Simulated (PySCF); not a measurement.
Compound: isobutyronitrile, C₄H₇N.
SMILES with atom numbers: `[CH3:1][CH:2]([CH3:3])[C:4]#[N:5]` (hydrogens: H6, H7, H8 on C1; H9 on C2; H10, H11, H12 on C3)

Computed, not measured: PySCF 2.14.0, density-fitted response routines, TDDFT PBE0/def2-SVPD, vertical, gas phase, core orbitals frozen in the response. Isolated species at its GFN2-xTB geometry, gas phase.

```json
{"state": "S1", "E (eV)": "7.87", "λ (nm)": "157.5", "f": "0.0013", "symmetry": "–", "main configurations (H = HOMO, L = LUMO)": "H-1→L (38%), H-1→L+2 (29%), H→L+1 (20%)"}
{"state": "S2", "E (eV)": "8.19", "λ (nm)": "151.3", "f": "0.0027", "symmetry": "A′", "main configurations (H = HOMO, L = LUMO)": "H→L (45%), H-1→L+1 (30%), H→L+2 (14%)"}
{"state": "S3", "E (eV)": "8.22", "λ (nm)": "150.8", "f": "0.015", "symmetry": "A″", "main configurations (H = HOMO, L = LUMO)": "H→L+1 (58%), H-1→L (21%), H→L+4 (11%)"}
{"state": "S4", "E (eV)": "8.71", "λ (nm)": "142.3", "f": "0.036", "symmetry": "A′", "main configurations (H = HOMO, L = LUMO)": "H→L (46%), H→L+2 (36%), H-1→L+1 (11%)"}
{"state": "S5", "E (eV)": "8.80", "λ (nm)": "140.9", "f": "0.026", "symmetry": "A″", "main configurations (H = HOMO, L = LUMO)": "H-1→L+2 (57%), H-1→L (37%)"}
{"state": "S6", "E (eV)": "9.10", "λ (nm)": "136.2", "f": "0.0072", "symmetry": "A′", "main configurations (H = HOMO, L = LUMO)": "H-2→L (79%), H-2→L+2 (16%)"}
{"state": "S7", "E (eV)": "9.36", "λ (nm)": "132.4", "f": "0.0048", "symmetry": "A″", "main configurations (H = HOMO, L = LUMO)": "H-2→L+1 (86%), H-2→L+4 (12%)"}
{"state": "S8", "E (eV)": "9.62", "λ (nm)": "128.9", "f": "0.013", "symmetry": "A″", "main configurations (H = HOMO, L = LUMO)": "H-3→L (88%)"}
```

Triplets (Tamm–Dancoff): T1 6.48 eV, H→L+2 (29%), H-1→L+1 (28%), H→L (16%); T2 7.07 eV, H→L+1 (29%), H-1→L+2 (28%), H-1→L (18%); T3 7.07 eV, H-1→L+1 (38%), H→L+2 (21%), H→L (15%).

The lowest singlet lies at 7.87 eV (158 nm, vacuum ultraviolet) and is very weak; its leading configuration is HOMO-1→LUMO (38%). The most intense listed level is S4 at 8.71 eV (142 nm, f = 0.036), 0.84 eV above S1. Löwdin shares by element: HOMO (one of a set within 0.03 eV) nitrogen 42%, carbon 41% or more, hydrogen 6% or more; LUMO carbon 53% (atoms not listed hold the other 47%). Orbital energies (eV): HOMO-3 -10.64, HOMO-2 -10.08, HOMO-1 -9.34, HOMO -9.32, LUMO 0.30, LUMO+1 0.92, LUMO+2 1.16. The listed states span 1.75 eV, and the widest gap between neighbours is 0.49 eV (S3 to S4). The oscillator strengths of these states sum to 0.105; summed over the whole spectrum of an exact calculation they would give the number of electrons, 38 (Thomas–Reiche–Kuhn). Symmetry labels in Cs follow from the direction of the transition dipole and are given only for states with f of 0.002 or more. Singlets were solved by full linear response, triplets in the Tamm–Dancoff approximation.
